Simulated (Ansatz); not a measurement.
BH$_{2}$O, SMILES `[BH]O` radical at its PBE0-D4/def2-TZVP geometry, where that method's forces vanish. The species carries charge 0 and has multiplicity 2.

```
atom    x (Å)    y (Å)    z (Å)
  B1  -0.3868   0.3263   0.3469
  O2   0.4954  -0.3109  -0.4230
  H3  -1.2832  -0.2676   0.8811
  H4   1.1746   0.2522  -0.8050
```

Q: For each bond, give half the difference of the two atoms' forces along it (eV/Å; positive pushes the atoms apart) under PBE-D4, r2SCAN-D4, B3LYP-D4, ωB97M-V in def2-TZVPP. (Estimate.)

A: Ansatz gave: 
```tsv
bond	length (Å)	PBE-D4	r2SCAN-D4	B3LYP-D4	ωB97M-V
B1–O2	1.333	0.34	0.24	0.13	0.10
B1–H3	1.201	0.03	-0.07	-0.15	-0.15
O2–H4	0.961	0.37	-0.02	-0.01	-0.08
```

B3LYP here is the variant with VWN-RPA as its local correlation; programs differ in this.
